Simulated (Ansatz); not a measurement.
Reaction (isomerisation): `C[C@@]1(Cl)C[C@H]1F` → `C=CC(C)(F)Cl`

Computed with Ansatz on PBE0-D4/def2-TZVP structures; ΔE is electronic, products minus reactants. CBS: MP2 limit from def2 TZ/QZ plus the TZ coupled-cluster correction, frozen cores. DFT in def2-TZVPP. Each species was taken in one conformer, which may not be the lowest.

`C[C@@]1(Cl)C[C@H]1F`:

Z-matrix (Å, degrees):
```
C
C 1 1.497
H 1 1.091 2 110.0
H 1 1.091 2 110.6 3 -119.6
H 1 1.091 2 110.4 3 120.2
Cl 2 1.765 1 113.5 3 176.9
C 2 1.505 1 120.5 3 -37.8
C 2 1.488 1 120.9 3 33.0
H 7 1.082 2 119.2 1 -142.5
H 7 1.084 2 115.8 1 2.7
F 8 1.361 2 118.0 1 -1.3
H 8 1.083 2 119.2 1 140.4
```

`C=CC(C)(F)Cl`:

Cartesian coordinates in Å:
```
C -1.322 1.488 0.202
C -0.604 0.609 -0.478
C 0.664 0.005 0.024
C 0.622 -1.498 0.131
F 0.991 0.524 1.242
Cl 1.986 0.474 -1.118
H -2.243 1.885 -0.206
H -1.009 1.837 1.178
H -0.911 0.263 -1.459
H 0.383 -1.940 -0.835
H -0.148 -1.777 0.853
H 1.590 -1.871 0.466
```

| level | ΔE (kJ/mol) |
| --- | --- |
| PBE-D4 | -37.4 |
| r2SCAN-D4 | -43.1 |
| B2PLYP | -50.8 |
| PBE0 | -30.4 |
| HF/def2-QZVPP | -56.4 |
| SCS-MP2/def2-QZVPP | -46.2 |
| HF/CBS(def2) | -56.4 |
| MP2/CBS(def2) | -40.8 |

(1) What does CCSD(T)/CBS give? (Estimate.)

Largest T1 diagnostic among the species: 0.011.

## Answers

(1) Ansatz gave: -50.4 kJ/mol. The listed levels differ from it by 13.0, 7.3, -0.4, 20.0, -6.0, 4.2, -6.0, 9.6 kJ/mol.

In def2-TZVPP, CCSD(T) changes the Hartree–Fock value by +7.4 kJ/mol (the triples alone add −2.2 kJ/mol) and MP2 by +17.0 kJ/mol. From PBE to PBE0 (25 % exact exchange), in def2-TZVPP and without D4, ΔE moves by +6.7 kJ/mol.
